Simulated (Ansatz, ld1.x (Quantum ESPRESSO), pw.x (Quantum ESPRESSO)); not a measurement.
# Which Ta potential is closest to all-electron in the diamond crystal?

All use LDA (PW92), scalar-relativistic, no spin, cutoffs from each file’s atomic test, pw.x 7.5; 8³ k-points, Fermi–Dirac smearing 0.01 Ry. Δ is the rms difference from all-electron LAPW of the E(V) curves that follow from fits to the pressures, over ±6 % in volume. Mesh and smearing are coarse and serve the comparison alone. The files are a selection: those with a ghost or negative overlap were mostly not run, and those with noisy or unconverged pressures or nearly equal Δ are left out.

All-electron: a0 = 5.935 Å (V0 = 26.13 Å³/atom), B0 = 78.8 GPa.

(1) Rank them by Δ, smallest first.
A. norm-conserving Troullier–Martins (Kleinman–Bylander form), ld1.x (Quantum ESPRESSO) 7.5, LDA (PW92); core [Xe] 4f14, reference 5d3 6s2 6p0; waves: 6p (bound, empty): rc 3.00 bohr; 5d (bound): rc 2.15 bohr; 6s (bound): rc 2.60 bohr; local part: the s channel; core correction: none.
B. norm-conserving Troullier–Martins (Kleinman–Bylander form), ld1.x (Quantum ESPRESSO) 7.5, LDA (PW92); core [Xe] 4f14, reference 5d3 6s2 6p0; waves: 6p (bound, empty): rc 4.20 bohr; 5d (bound): rc 2.25 bohr; 6s (bound): rc 2.95 bohr; local part: the s channel; core correction: Bessel-smoothed model core, default radius (core density twice the valence density).
C. norm-conserving Troullier–Martins (Kleinman–Bylander form), ld1.x (Quantum ESPRESSO) 7.5, LDA (PW92); core [Xe] 4f14, reference 5d4 6s1 6p0; waves: 6p (bound, empty): rc 3.70 bohr; 5d (bound): rc 2.75 bohr; 6s (bound): rc 2.30 bohr; local part: the s channel; core correction: a·sin(br)/r model core inside 1.10 bohr.

Results:

(1) C (1.7 meV/atom), A (3.5 meV/atom), B (11.6 meV/atom).
